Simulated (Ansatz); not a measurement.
`C#[C][Na]` + CH₃SH → `C[S][Na]` + `C#C` at 700 K and 1 bar (ligand exchange at the Na–C bond).

Program: Ansatz. Geometries: PBE0-D4/def2-TZVP. ΔE: electronic, gas phase. CBS: MP2 limit from def2 TZ/QZ plus the TZ coupled-cluster correction, frozen cores. This one scheme is used for every species. For Na outer-core shells are correlated without core-valence functions, which leaves a few kJ/mol of doubt a bond.

| species | CCSD(T)/CBS energy (Eh) | H − E (kJ/mol) | S (J/(mol·K)) |
| --- | --- | --- | --- |
| `C#[C][Na]` | -238.72285 | 84.8 | 312.5 |
| CH₃SH | -438.22835 | 160.2 | 309.0 |
| `C[S][Na]` | -599.74600 | 147.0 | 371.0 |
| `C#C` | -77.22717 | 102.1 | 244.4 |

H − E and S are ideal-gas, rigid-rotor, harmonic terms from PBE0-D4/def2-TZVP. 1 Eh = 2625.50 kJ/mol, R = 8.31446 J/(mol·K).

Question: By hand: ΔE, ΔH, ΔS and ΔG.

Answer: ΔE = (-599.74600) + (-77.22717) − (-238.72285) − (-438.22835) = -0.02197 Eh = -57.7 kJ/mol. Δ(H − E) = 147.0 + 102.1 − 84.8 − 160.2 = 4.1, so ΔH = -53.6 kJ/mol. ΔS = 371.0 + 244.4 − 312.5 − 309.0 = -6.1 J/(mol·K). ΔG = -53.6 − 700 × (-6.1)/1000 = -49.3 kJ/mol.

Question: By hand: the equilibrium constant, and the temperature at which ΔG would vanish if ΔH and ΔS stayed fixed.

Answer: log₁₀ K = −ΔG/(RT ln 10) = 3.7. ΔG = 0 at ΔH/ΔS = 8787 K, far beyond where these terms or the molecules hold.

The number of gas molecules stays the same, so ΔS is small and ΔH decides. A doubt of 5 kJ/mol in ΔE shifts log₁₀ K by 0.4 here. These are equilibria of isolated gas molecules and say nothing of rates. Largest T1 diagnostic: 0.013 (customary marks: 0.02 for closed shells, 0.045 for open ones).
